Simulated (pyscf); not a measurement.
H₂N–GaH–OH + hydrogen (H₂) → H₂N–GaH₂ + water (H₂O) (four-centre exchange; singlet surface; Ga–O, H–H broken, Ga–H, H–O formed). PySCF, gas phase, ωB97X-D3(BJ)/def2-SVP geometries. Energies in eV from the separated reactants.

| level | barrier | reaction energy |
|---|---|---|
| ωB97X-D3(BJ)/def2-TZVP | 1.10 | +0.47 |
| PBE/def2-TZVP | 0.93 | +0.42 |
| r²SCAN/def2-TZVP | 0.98 | +0.50 |
| B3LYP-D3(BJ)/def2-TZVP | 1.10 | +0.45 |
| PBE0-D3(BJ)/def2-TZVP | 0.96 | +0.39 |
| M06-2X/def2-TZVP | 1.14 | +0.62 |

The functionals in the table span 0.22 eV in this barrier, from PBE to M06-2X. On the product side the descent ends in an adduct with a Ga–O contact, 0.45 eV under the separated species and 1.08 eV under the saddle at ωB97X-D3(BJ)/def2-TZVP. What is counted as broken (Ga–O) persists as a longer contact in the product adduct; parting that adduct is a step of its own. At the saddle there is also a short Ga–H contact that neither side keeps. This is the saddle that the search found; another between the same sides may lie lower. Elements up to Kr have no core potential and no relativistic terms here.
